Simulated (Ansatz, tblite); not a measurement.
# The cluster B₂H₃: rung by rung, part 2 of 2

How do method and basis change the picture of the cluster B₂H₃ (doublet)?

Ansatz 0.2.0, Gaussian basis; as each input shows. Earlier steps stand in the parts before.

## (21) PBE0-D4/def2-TZVPD

File in.yaml:

```yaml
crystal:
  periodic: [false, false, false]
  atoms:
    - {symbol: B, position_ang: [0.473081, -0.297472, -0.255385]}
    - {symbol: B, position_ang: [-0.728723, 0.458450, 0.393348]}
    - {symbol: H, position_ang: [-1.634540, 1.028026, 0.882489]}
    - {symbol: H, position_ang: [1.090602, 0.190097, -1.155170]}
    - {symbol: H, position_ang: [0.799590, -1.379101, 0.134718]}
basis:
  gaussian: {orbitals: def2-TZVPD, initial_orbitals: start.molden}
magnetization: {spin_polarized: true, initial_magnetization: 1}
hamiltonian: {xc: pbe0, dispersion: d4}
scf: {omitted_lower_state_checks: [starts]}
output: {orbitals: {seedname: orbitals}}
```

Run with:

```bash
$ ansatz run in.yaml --threads 4 --pin off --events-out ev --progress --plain --max-ram 3916MiB
```

Output, shortened:

```text
Functional definition: PBE0
  name "PBE0"
  cite "Adamo & Barone, J. Chem. Phys. 110, 6158 (1999) doi:10.1063/1.478522"
  cite "Perdew, Burke & Ernzerhof, Phys. Rev. Lett. 77, 3865 (1996) doi:10.1103/PhysRevLett.77.3865"
  parent pbe
[...]
483 factors; their error is unknown
[...]
mean field -1396.63009591 eV, -51.3252093547 hartree, gradient 2.5e-5 eV, S^2 0.753826; 0 other end points of the search recorded, 0 dependent functions left out
reference -1396.63012787 eV, -51.3252105293 hartree; 7, 6 occupied and 94, 95 virtual orbitals, 483 factors
Total energy: -1396.66630239 eV, -51.3265399186 hartree
Checks for a lower state left out: starts
```

It took 0.5 s on 4 threads of Arm Neoverse V2, shared host.

From the report: HOMO -6.55 eV, LUMO -2.89 eV (over both spins); ⟨S²⟩ 0.754 (pure: 0.75).

## (22) PBE-D4/def2-TZVPD

in.yaml: that of step 21 with these lines changed.

```diff
@@ -11,3 +11,3 @@
 magnetization: {spin_polarized: true, initial_magnetization: 1}
-hamiltonian: {xc: pbe0, dispersion: d4}
+hamiltonian: {xc: pbe, dispersion: d4}
 scf: {omitted_lower_state_checks: [starts]}
```

The command is unchanged.

Output, shortened:

```text
Functional definition: PBE
  name "PBE"
  cite "Perdew, Burke & Ernzerhof, Phys. Rev. Lett. 77, 3865 (1996) doi:10.1103/PhysRevLett.77.3865"
  parent pbe
[...]
483 factors; their error is unknown
[...]
mean field -1396.17092183 eV, -51.3083350186 hartree, gradient 8.8e-6 eV, S^2 0.753368; 0 other end points of the search recorded, 0 dependent functions left out
reference -1396.17096554 eV, -51.3083366250 hartree; 7, 6 occupied and 94, 95 virtual orbitals, 483 factors
Total energy: -1396.21498187 eV, -51.3099541950 hartree
Checks for a lower state left out: starts
```

Run time: 0.5 s. Hardware: 4 threads of Arm Neoverse V2, shared host.

Report: HOMO -5.53 eV, LUMO -3.98 eV (over both spins); ⟨S²⟩ 0.753 (pure: 0.75).

## (23) r2SCAN-D4/def2-TZVPD

in.yaml: that of step 22 with these lines changed.

```diff
@@ -11,3 +11,3 @@
 magnetization: {spin_polarized: true, initial_magnetization: 1}
-hamiltonian: {xc: pbe, dispersion: d4}
+hamiltonian: {xc: r2scan, dispersion: d4}
 scf: {omitted_lower_state_checks: [starts]}
```

The command is unchanged.

Output, shortened:

```text
Functional definition: r2SCAN
  name "r2SCAN"
  cite "Furness, Kaplan, Ning, Perdew & Sun, J. Phys. Chem. Lett. 11, 8208 (2020) doi:10.1021/acs.jpclett.0c02405"
  cite "Furness, Kaplan, Ning, Perdew & Sun, J. Phys. Chem. Lett. 11, 9248 (2020) doi:10.1021/acs.jpclett.0c03077"
  parent r2scan
[...]
483 factors; their error is unknown
[...]
mean field -1397.74738923 eV, -51.3662691271 hartree, gradient 2.5e-5 eV, S^2 0.756180; 0 other end points of the search recorded, 0 dependent functions left out
reference -1397.74740554 eV, -51.3662697265 hartree; 7, 6 occupied and 94, 95 virtual orbitals, 483 factors
Total energy: -1397.75731551 eV, -51.3666339109 hartree
Checks for a lower state left out: starts
```

Wall time 1.1 s (4 threads of Arm Neoverse V2, shared host).

HOMO -5.83 eV, LUMO -3.44 eV (over both spins); ⟨S²⟩ 0.756 (pure: 0.75).

## (24) CCSD(T)/def2-TZVPP

in.yaml: that of step 23 with these lines changed.

```diff
@@ -9,6 +9,6 @@
 basis:
-  gaussian: {orbitals: def2-TZVPD, initial_orbitals: start.molden}
+  gaussian: {orbitals: def2-TZVPP, initial_orbitals: start.molden}
 magnetization: {spin_polarized: true, initial_magnetization: 1}
-hamiltonian: {xc: r2scan, dispersion: d4}
-scf: {omitted_lower_state_checks: [starts]}
+correlation: {method: ccsd_t}
+scf: {omitted_lower_state_checks: [starts, cluster_reference]}
 output: {orbitals: {seedname: orbitals}}
```

Same command.

Output, shortened:

```text
Functional definition: HF
  name "HF"
  cite "Fock, Z. Phys. 61, 126 (1930) doi:10.1007/BF01340294"
  parent pbe
[...]
607 factors; integrals over basis functions are off by at most 7.0e-4 eV
[...]
mean field -1388.76965961 eV, -51.0363436487 hartree, gradient 1.5e-6 eV, S^2 0.758322; 0 other end points of the search recorded, 0 dependent functions left out
[...]
reference -1388.76965961 eV, -51.0363436487 hartree; 5, 4 occupied and 97, 98 virtual orbitals, 607 factors
second order -4.89036991 eV of doubles, -0.00000000 eV of singles
cycle   1  -5.51924119 eV  change   -6.3e-1 eV  update   6.1e-2
[...]
cycle  10  -5.77148789 eV  change    2.1e-6 eV  update   8.3e-6
perturbative correction -0.18396087 eV, -0.0067604374 hartree
Total energy: -1394.72510837 eV, -51.2552023538 hartree
Checks for a lower state left out: starts, cluster_reference
```

Wall time 2.1 s (4 threads of Arm Neoverse V2, shared host); peak memory 0.69 GiB.

Hartree-Fock HOMO -8.96 eV, LUMO 0.95 eV (over both spins); ⟨S²⟩ 0.758 (pure: 0.75); T1 0.019.

## (25) MP2/def2-TZVP

in.yaml: that of step 24 with these lines changed.

```diff
@@ -9,6 +9,6 @@
 basis:
-  gaussian: {orbitals: def2-TZVPP, initial_orbitals: start.molden}
+  gaussian: {orbitals: def2-TZVP, initial_orbitals: start.molden}
 magnetization: {spin_polarized: true, initial_magnetization: 1}
-correlation: {method: ccsd_t}
-scf: {omitted_lower_state_checks: [starts, cluster_reference]}
+correlation: {method: mp2}
+scf: {omitted_lower_state_checks: [starts]}
 output: {orbitals: {seedname: orbitals}}
```

Launched as before.

Output, shortened:

```text
Functional definition: HF
  name "HF"
  cite "Fock, Z. Phys. 61, 126 (1930) doi:10.1007/BF01340294"
  parent pbe
[...]
539 factors; integrals over basis functions are off by at most 9.2e-4 eV
[...]
mean field -1388.75670518 eV, -51.0358675821 hartree, gradient 1.1e-6 eV, S^2 0.758320; 0 other end points of the search recorded, 0 dependent functions left out
2 core orbitals not correlated: weight in the atoms' cores, before any rotation towards them, 1.000 or more for the frozen orbitals, at most 0.000 for the correlated occupied ones
reference -1388.75670518 eV, -51.0358675821 hartree; 5, 4 occupied and 73, 74 virtual orbitals, 539 factors
second order -4.70293247 eV of doubles, -0.00000000 eV of singles
Total energy: -1393.45963765 eV, -51.2086971626 hartree
Checks for a lower state left out: starts
```

Wall time 0.15 s (4 threads of Arm Neoverse V2, shared host).

Report: Hartree-Fock HOMO -8.96 eV, LUMO 0.95 eV (over both spins); ⟨S²⟩ 0.758 (pure: 0.75).

## (26) RPA/def2-TZVP

in.yaml: that of step 25 with these lines changed.

```diff
@@ -11,4 +11,4 @@
 magnetization: {spin_polarized: true, initial_magnetization: 1}
-correlation: {method: mp2}
+hamiltonian: {xc: pbe}
+correlation: {method: rpa}
 scf: {omitted_lower_state_checks: [starts]}
-output: {orbitals: {seedname: orbitals}}
```

Same command.

Output, shortened:

```text
Functional definition: PBE
  name "PBE"
  cite "Perdew, Burke & Ernzerhof, Phys. Rev. Lett. 77, 3865 (1996) doi:10.1103/PhysRevLett.77.3865"
  parent pbe
[...]
539 factors; integrals over basis functions are off by at most 9.2e-4 eV
[...]
mean field -1396.16651140 eV, -51.3081729383 hartree, gradient 6.8e-7 eV, S^2 0.753359; 0 other end points of the search recorded, 0 dependent functions left out
2 core orbitals not correlated: weight in the atoms' cores, before any rotation towards them, 1.000 or more for the frozen orbitals, at most 0.000 for the correlated occupied ones
reference -1388.23604384 eV, -51.0167336310 hartree; 5, 4 occupied and 73, 74 virtual orbitals, 539 factors
Total energy: -1398.20571603 eV, -51.3831123261 hartree
Checks for a lower state left out: starts
```

Run time: 0.45 s. Hardware: 4 threads of Arm Neoverse V2, shared host.

Report: ⟨S²⟩ 0.753 (pure: 0.75).

## (27) CCSD(T)/def2-TZVPD

in.yaml: that of step 26 with these lines changed.

```diff
@@ -9,6 +9,6 @@
 basis:
-  gaussian: {orbitals: def2-TZVP, initial_orbitals: start.molden}
+  gaussian: {orbitals: def2-TZVPD, initial_orbitals: start.molden}
 magnetization: {spin_polarized: true, initial_magnetization: 1}
-hamiltonian: {xc: pbe}
-correlation: {method: rpa}
-scf: {omitted_lower_state_checks: [starts]}
+correlation: {method: ccsd_t}
+scf: {omitted_lower_state_checks: [starts, cluster_reference]}
+output: {orbitals: {seedname: orbitals}}
```

Same command.

Output, shortened:

```text
Functional definition: HF
  name "HF"
  cite "Fock, Z. Phys. 61, 126 (1930) doi:10.1007/BF01340294"
  parent pbe
[...]
689 factors; integrals over basis functions are off by at most 7.8e-4 eV
[...]
mean field -1388.75821535 eV, -51.0359230799 hartree, gradient 7.3e-6 eV, S^2 0.758393; 0 other end points of the search recorded, 0 dependent functions left out
[...]
reference -1388.75821535 eV, -51.0359230799 hartree; 5, 4 occupied and 94, 95 virtual orbitals, 689 factors
second order -4.72802755 eV of doubles, -0.00000000 eV of singles
cycle   1  -5.38675463 eV  change   -6.6e-1 eV  update   6.3e-2
[...]
cycle  10  -5.64591944 eV  change    3.8e-6 eV  update   9.6e-6
perturbative correction -0.18106579 eV, -0.0066540451 hartree
Total energy: -1394.58520058 eV, -51.2500608375 hartree
Checks for a lower state left out: starts, cluster_reference
```

Run time: 2 s. Hardware: 4 threads of Arm Neoverse V2, shared host; peak memory 0.66 GiB.

Hartree-Fock HOMO -8.96 eV, LUMO 0.91 eV (over both spins); ⟨S²⟩ 0.758 (pure: 0.75); T1 0.019.

## (28) Comparison

```
               level  functions  HOMO (eV)  LUMO (eV)  gap (eV)   ⟨S²⟩    time
           HF/STO-3G         13      -7.15       5.45     12.60  0.756  0.05 s
            HF/6-31G         24      -8.74       1.56     10.30  0.756  0.05 s
       LDA/def2-TZVP         80      -5.53      -4.44      1.09  0.752  0.25 s
     PBE-D4/def2-SVP         43      -5.48      -3.91      1.57  0.753  0.25 s
    PBE-D4/def2-TZVP         80      -5.53      -3.97      1.55  0.753  0.45 s
   PBE-D4/def2-TZVPD        101      -5.53      -3.98      1.55  0.753   0.5 s
 r2SCAN-D4/def2-TZVP         80      -5.83      -3.43      2.40  0.756   0.8 s
r2SCAN-D4/def2-TZVPD        101      -5.83      -3.44      2.40  0.756   1.1 s
    B97M-V/def2-TZVP         80      -5.60      -3.89      1.71  0.754   1.2 s
      B3LYP-D4/6-31G         24      -5.96      -2.93      3.03  0.752   0.2 s
    PBE0-D4/def2-SVP         43      -6.54      -2.85      3.69  0.753  0.25 s
   PBE0-D4/def2-TZVP         80      -6.55      -2.89      3.67  0.754   0.5 s
  PBE0-D4/def2-TZVPD        101      -6.55      -2.89      3.66  0.754   0.5 s
  BHLYP-D4/def2-TZVP         80      -7.31      -1.95      5.37  0.753   0.4 s
   LC-ωPBE/def2-TZVP         80      -9.24      -0.45      8.79  0.754   0.5 s
   ωB97M-V/def2-TZVP         80      -8.43      -1.16      7.28  0.752   1.1 s
   PBE+5HF/def2-TZVP         80      -5.73      -3.75      1.98  0.753   0.4 s
  PBE+10HF/def2-TZVP         80      -5.94      -3.54      2.40  0.754   0.4 s
  PBE+15HF/def2-TZVP         80      -6.14      -3.32      2.82  0.754   0.4 s
  PBE+35HF/def2-TZVP         80      -6.97      -2.47      4.50  0.754   0.4 s
  PBE+50HF/def2-TZVP         80      -7.59      -1.84      5.75  0.754   0.4 s
```

The pieces so far (eV):

```
     basis          HF  MP2 correlation  CCSD correlation      (T)             total
def2-TZVPP  -1388.7697          -4.8904           -5.7715  -0.1840        -1394.7251
 def2-TZVP  -1388.7567          -4.7029                             -1393.4596 (MP2)
def2-TZVPD  -1388.7582          -4.7280           -5.6459  -0.1811        -1394.5852
```

## (29) Binding energy

Free atoms were run apart at each level; binding is atoms less cluster, divided by the number of atoms, without zero-point or spin-orbit terms.

Differences are taken before rounding.

```
              method  binding an atom (eV)  from CCSD(T)/def2-TZVPP (eV)    time
           HF/STO-3G                 3.629                        +0.582  0.05 s
            HF/6-31G                 2.531                        -0.516  0.05 s
        HF/def2-TZVP                 2.568                        -0.480        
       HF/def2-TZVPD                 2.567                        -0.480        
       HF/def2-TZVPP                 2.570                        -0.477        
       LDA/def2-TZVP                 3.524                        +0.476  0.25 s
     PBE-D4/def2-SVP                 3.218                        +0.170  0.25 s
    PBE-D4/def2-TZVP                 3.215                        +0.168  0.45 s
   PBE-D4/def2-TZVPD                 3.215                        +0.168   0.5 s
 r2SCAN-D4/def2-TZVP                 3.229                        +0.181   0.8 s
r2SCAN-D4/def2-TZVPD                 3.228                        +0.181   1.1 s
    B97M-V/def2-TZVP                 3.217                        +0.169   1.2 s
      B3LYP-D4/6-31G                 3.195                        +0.147   0.2 s
    PBE0-D4/def2-SVP                 3.207                        +0.160  0.25 s
   PBE0-D4/def2-TZVP                 3.193                        +0.146   0.5 s
  PBE0-D4/def2-TZVPD                 3.193                        +0.146   0.5 s
  BHLYP-D4/def2-TZVP                 3.159                        +0.111   0.4 s
   LC-ωPBE/def2-TZVP                 3.171                        +0.123   0.5 s
   ωB97M-V/def2-TZVP                 3.170                        +0.123   1.1 s
       MP2/def2-TZVP                 3.035                        -0.013  0.15 s
      MP2/def2-TZVPD                 3.039                        -0.009        
     CCSD/def2-TZVPD                 2.996                        -0.051        
     CCSD/def2-TZVPP                 3.025                        -0.022        
  CCSD(T)/def2-TZVPD                 3.018                        -0.029     2 s
  CCSD(T)/def2-TZVPP                 3.047                             0   2.1 s
```

Among the levels timed on like hardware and quicker than the yardstick, those that no quicker one beats, quickest first: HF/6-31G (0.05 s, -0.516 eV); MP2/def2-TZVP (0.15 s, -0.013 eV). Runs this short are mostly start-up, so their order is noise.

## (30) Outcome

What follows sums up all 2 parts.

| quantity | value |
| --- | --- |
| gap in def2-TZVP, named functionals, smallest and largest | 1.09 eV (LDA), 8.79 eV (LC-ωPBE) |
| gap over the share of exact exchange | 1.55 eV at 0, 5.75 eV at 0.5 |
| correlation energy, CCSD(T)/def2-TZVPP | -5.96 eV |
| correlation energy, MP2/def2-TZVP | -4.70 eV |
| correlation energy, CCSD(T)/def2-TZVPD | -5.83 eV |
| binding an atom, CCSD(T)/def2-TZVPP | 3.047 eV |
| ⟨S²⟩ in def2-TZVP, named functionals, smallest and largest | 0.752, 0.756 |
| PBE0 total energy, smallest basis above largest | 1.57 eV (def2-SVP, def2-TZVPD) |

**Reading.** Over the named functionals in def2-TZVP the gap runs from 1.09 eV (LDA) to 8.79 eV (LC-ωPBE); exact exchange widens it. Raising the share of exact exchange from 0 to 0.5 moves the HOMO by -2.06 eV and the LUMO by +2.13 eV. A small miss in a minimal or small basis is a cancelling of errors, not accuracy. The functionals in def2-TZVP miss CCSD(T)/def2-TZVPP by +0.111 (BHLYP-D4) to +0.476 eV (LDA) an atom. The reference is CCSD(T) in one finite basis, so it carries an error of its own, often a tenth of an eV or more, and near misses can't be ranked. Over the named functionals in def2-TZVP spin contamination reaches 0.01 (r2SCAN-D4), which is small.

For cost: MP2/def2-TZVP gets within 0.013 eV in 0.15 s, where CCSD(T)/def2-TZVPP took 2.1 s. The slowest run with a step of its own, CCSD(T)/def2-TZVPP, took 2.1 s; the quickest functional in def2-TZVP took 0.25 s (shared host).
